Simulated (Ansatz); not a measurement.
Ansatz (an electronic-structure program) input:
A basis named .json is the Basis Set Exchange file of that set.

Ansatz 0.2 input:
```yaml
crystal:
  periodic: [false, false, false]
  atoms:
    - {symbol: C, position_ang: [0.03001831, 0.38890657, 0.00079542]}
    - {symbol: C, position_ang: [1.23978496, -0.08731897, -0.00655119]}
    - {symbol: F, position_ang: [-1.07186953, -0.39122524, 0.00452518]}
    - {symbol: H, position_ang: [-0.22543144, 1.44614772, 0.00468087]}
    - {symbol: H, position_ang: [2.25343763, 0.26535385, -0.01087281]}
basis:
  gaussian:
    orbitals: cc-pwCVTZ.json
magnetization: {spin_polarized: true, initial_magnetization: 1}
correlation: {method: ccsd_t, electrons: outside_noble_gas}
```

### Question
Which total energy does the run end on?

### Answer
-176.88935 Eh (CCSD(T)/cc-pwCVTZ).

It need not be the lowest isomer of its formula.

The determinant is spin-contaminated: <S^2> is 0.93 against 0.75 for a pure state.
